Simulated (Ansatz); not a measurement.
Computed with PBE0-D3(BJ)/def2-TZVP run with Ansatz (a program for electronic structure). No frequencies were computed at this level.

Ansatz 0.2 input:
```yaml
crystal:
  periodic: [false, false, false]
  atoms:
    - { symbol: S, position_ang: [0.66569, -0.000003, -0.000002] }
    - { symbol: H, position_ang: [-0.66569, 0.000003, 0.000002] }
basis:
  gaussian: { orbitals: def2-tzvp }
hamiltonian:
  xc: pbe0
  dispersion: d3bj
relax:
  max_steps: 150
magnetization:
  spin_polarized: true
  initial_magnetization: 1
```

Output:

```
Functional definition: PBE0
315 factors; their error is unknown
mean field evaluation 1: about -10846.5491 eV, gradient 6.0e0 eV
mean field evaluation 2: about -10846.7083 eV, gradient 3.7e0 eV
mean field evaluation 4: about -10846.7623 eV, gradient 1.5e-1 eV
mean field evaluation 8: about -10846.7875 eV, gradient 2.6e-3 eV
mean field evaluation 16: about -10846.7875 eV, gradient 3.3e-5 eV
mean field -10846.78749476 eV, -398.6120882159 hartree, gradient 3.3e-5 eV, S^2 0.755365; 0 other end points of the search recorded, 0 dependent functions left out
reference -10846.78751100 eV, -398.6120888128 hartree; 9, 8 occupied and 34, 35 virtual orbitals, 315 factors
relax step   1: F+E_penalty+E_count = -10846.79566548 eV  Δ(F+E_penalty+E_count) = +0.000e0 eV  max|allowed force component| = 3.921e-1 eV/Å  Δτ_max = 0.0000 Å  (26 SCF iters, accepted)
these checks for a lower state are left out or cut short: starts, cluster_reference, orbital_swaps, neighbouring_geometries, increment
315 factors; their error is unknown
mean field -10846.78985260 eV, -398.6121748648 hartree, gradient 1.4e-5 eV, S^2 0.755369; 0 other end points of the search recorded, 0 dependent functions left out
reference -10846.78986885 eV, -398.6121754621 hartree; 9, 8 occupied and 34, 35 virtual orbitals, 315 factors
relax step   2: F+E_penalty+E_count = -10846.79802322 eV  Δ(F+E_penalty+E_count) = -2.358e-3 eV  max|allowed force component| = 1.511e-1 eV/Å  Δτ_max = 0.0044 Å  (30 SCF iters, accepted)
these checks for a lower state are left out or cut short: starts, cluster_reference, orbital_swaps, neighbouring_geometries, increment
315 factors; their error is unknown
mean field evaluation 32: about -10846.7903 eV, gradient 1.3e-5 eV
mean field -10846.79027820 eV, -398.6121905053 hartree, gradient 1.3e-5 eV, S^2 0.755371; 0 other end points of the search recorded, 0 dependent functions left out
reference -10846.79029446 eV, -398.6121911028 hartree; 9, 8 occupied and 34, 35 virtual orbitals, 315 factors
relax step   3: F+E_penalty+E_count = -10846.79844878 eV  Δ(F+E_penalty+E_count) = -4.256e-4 eV  max|allowed force component| = 2.926e-3 eV/Å  Δτ_max = 0.0028 Å  (30 SCF iters, accepted)
315 factors; their error is unknown
mean field -10846.79027820 eV, -398.6121905053 hartree, gradient 1.3e-5 eV, S^2 0.755371; 1 other end points of the search recorded, 0 dependent functions left out
reference -10846.79029446 eV, -398.6121911028 hartree; 9, 8 occupied and 34, 35 virtual orbitals, 315 factors
Total energy: -10846.79846504 eV, -398.6124913662 hartree
Atom 0 at     0.672822    -0.000003    -0.000002 Å, force     0.002926    -0.000000    -0.000000 eV/Å
Atom 1 at    -0.672822     0.000003     0.000002 Å, force    -0.002926     0.000000     0.000000 eV/Å
Dipole moment:    -0.187080     0.000001     0.000001 e Å
```

Cost: about 1.1 core-seconds (a rough figure).
